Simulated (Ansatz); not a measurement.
BH₃NO, SMILES N[B]O, harmonic frequencies at the relaxed geometry

With Ansatz 0.2.0, Python API.

The script reads `bh3no.xyz`:
```text
6

N    -0.54650    0.09010   -0.76050
B     0.07790    0.32950    0.57320
O     1.42410   -0.11300    0.75930
H    -1.38600   -0.41220   -0.59980
H    -0.89890    1.07190   -1.11520
H     1.37150   -1.03030    1.09690
```

Run as a notebook:

In [1]:
```python
from dataclasses import dataclass
import warnings

import ansatz as az
import numpy as np
```

In [2]:
```python
@dataclass(frozen=True)
class Options:
    basis: str = "def2-SVP"
    functional: str = "CAM-B3LYP"


opts = Options()
```

In [3]:
```python
warnings.simplefilter("ignore", az.DeckWarning)

system = az.Crystal.molecule_from_extxyz("bh3no.xyz")
```

In [4]:
```python
job = (
    system.calculation()
    .basis(gaussian=opts.basis)
    .functional(opts.functional)
    .spin("collinear", total=1)
)
symbols = [site.symbol for site in system.cartesian_sites]
start = np.array([site.position_ang for site in system.cartesian_sites], dtype=float)
summary = job.relax(force_tolerance=0.003, max_steps=100).run(threads=1, backend="cpu").report
end = np.array(summary["positions_ang"])

print("final positions (A) and the move of each atom")
for symbol, xyz, old in zip(symbols, end, start):
    print(f"{symbol:2s} {xyz[0]:10.5f} {xyz[1]:10.5f} {xyz[2]:10.5f}   {np.linalg.norm(xyz - old):7.4f}")
```
```text
final positions (A) and the move of each atom
N    -0.78938    0.18710   -0.55119    0.3350
B     0.02182   -0.45996    0.37652    0.8155
O     1.28999   -0.07003    0.65015    0.1782
H    -1.73468   -0.10191   -0.75654    0.4924
H    -0.46969    0.99549   -1.07837    0.4375
H     1.72403   -0.61469    1.31334    0.5864
```

In [5]:
```python
minimum = az.Crystal.molecule()
for symbol, place in zip(symbols, end):
    minimum = minimum.atom(symbol, place.tolist())
vibrating = (
    minimum.calculation()
    .basis(gaussian=opts.basis)
    .functional(opts.functional)
    .spin("collinear", total=1)
    .phonons(temperatures=(200, 600, 100))
)
vib = vibrating.run(threads=1, backend="cpu").report["vibrations"]
sums = vib["harmonic_sums"]
modes = [m["omega_inv_cm"] for m in sums["modes_at_gamma"] if m["rigid_motion"] == "no"]
print("frequencies (1/cm):", " ".join(f"{w:.0f}" for w in modes))
print("imaginary modes:", sum(w < 0 for w in modes), " zero-point energy:", round(sums["zero_point_energy_ev"], 4), "eV")
print("T (K)   F_vib (eV)   S_vib (meV/K)   C_vib (meV/K)")
for row in zip(sums["temperatures_k"], sums["vibrational_free_energy_ev"], vib["entropy_ev_per_k"], vib["heat_capacity_ev_per_k"]):
    print(f"{row[0]:6.1f} {row[1]:11.4f} {1000 * row[2]:13.4f} {1000 * row[3]:15.4f}")
```
```text
frequencies (1/cm): 393 411 427 563 878 963 1201 1456 1583 3576 3726 3927
imaginary modes: 0  zero-point energy: 1.1843 eV
T (K)   F_vib (eV)   S_vib (meV/K)   C_vib (meV/K)
 200.0      1.1812        0.0657          0.1682
 300.0      1.1701        0.1587          0.2948
 400.0      1.1492        0.2581          0.3967
 500.0      1.1185        0.3556          0.4772
 600.0      1.0783        0.4484          0.5404
```

What to keep in mind:
- The frequencies are harmonic and unscaled, in a modest basis. The result belongs to the one conformer reached from this start, and soft torsions count as harmonic oscillators.
- The species is open-shell (spin multiplicity 2).
- Hardware and time: 77 s on 1 thread of Arm Neoverse V1 (shared host), peak memory 0.22 GiB.

(Lines on the test bed's own set-up are left out of the output.)
